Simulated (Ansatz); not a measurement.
`[F][AlH][PH2]` + H₂S → `[F][AlH][SH]` + PH₃ at 700 K and 1 bar (cleavage of the Al–P bond).

Calculated with Ansatz (gas phase, PBE0-D4/def2-TZVP geometries, no zero-point term in ΔE). CBS: MP2 limit from def2 TZ/QZ plus the TZ coupled-cluster correction, frozen cores. This one scheme is used for every species. One conformer a species, not always the lowest.

| species | CCSD(T)/CBS energy (Eh) | H − E (kJ/mol) | S (J/(mol·K)) |
| --- | --- | --- | --- |
| `[F][AlH][PH2]` | -684.62569 | 123.6 | 384.2 |
| H₂S | -398.97279 | 64.8 | 236.9 |
| `[F][AlH][SH]` | -740.90186 | 96.9 | 360.5 |
| PH₃ | -342.72256 | 91.5 | 248.3 |

H − E and S are ideal-gas, rigid-rotor, harmonic terms from PBE0-D4/def2-TZVP, for one conformer and one mirror image of each species. 1 Eh = 2625.50 kJ/mol, R = 8.31446 J/(mol·K).

Question: By hand: ΔE, ΔH, ΔS and ΔG.

Answer: ΔE = (-740.90186) + (-342.72256) − (-684.62569) − (-398.97279) = -0.02594 Eh = -68.1 kJ/mol. Δ(H − E) = 96.9 + 91.5 − 123.6 − 64.8 = 0.0, so ΔH = -68.1 kJ/mol. ΔS = 360.5 + 248.3 − 384.2 − 236.9 = -12.3 J/(mol·K). ΔG = -68.1 − 700 × (-12.3)/1000 = -59.5 kJ/mol.

Question: By hand: the equilibrium constant, and the temperature at which ΔG would vanish if ΔH and ΔS stayed fixed.

Answer: log₁₀ K = −ΔG/(RT ln 10) = 4.4. ΔG = 0 at ΔH/ΔS = 5537 K, far beyond where these terms or the molecules hold.

The number of gas molecules stays the same, so ΔS is small and ΔH decides. A doubt of 5 kJ/mol in ΔE shifts log₁₀ K by 0.4 here. Other conformers and mirror images would add mixing entropy, several J/(mol·K) or more a flexible species. These are equilibria of isolated gas molecules and say nothing of rates. Largest T1 diagnostic: 0.014 (customary marks: 0.02 for closed shells, 0.045 for open ones).
